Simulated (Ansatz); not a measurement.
## doublet PO2: levels of theory in one basis

| atom | x (Å) | y (Å) | z (Å) |
| --- | --- | --- | --- |
| O | 0.0000 | 0.2105 | -1.4740 |
| P | 0.0000 | -0.4210 | 0.0000 |
| O | 0.0000 | 0.2105 | 1.4740 |

Basis set: def2-SVP (spherical functions). Frozen core: 7 orbitals. Correlation on ROHF uses semicanonical orbitals with singles. Charge 0, multiplicity 2.

Computed with Ansatz (development build ahead of 0.2.0); each method stands on the lowest determinant of its kind that the runs found.

```json
{"method": "ROHF", "E − E(ROHF) (eV)": "0.00", "<S²> of the determinant": "0.75"}
{"method": "UHF", "E − E(ROHF) (eV)": "-0.28", "<S²> of the determinant": "0.91"}
{"method": "UHF-MP2", "E − E(ROHF) (eV)": "-13.11", "<S²> of the determinant": "0.91"}
{"method": "UHF-CCSD(T)", "E − E(ROHF) (eV)": "-14.54", "<S²> of the determinant": "0.91"}
```

**Question.** What does ROHF-MP2 give on the same scale?

**Answer.** -13.05 eV.

Caution for UHF, UHF-MP2, UHF-CCSD(T): the unrestricted determinant is spin contaminated; the determinant may break the point group. Caution for ROHF-MP2: a plain start can end on a higher determinant. Caution for UHF-CCSD(T): another reference gives a lower total.
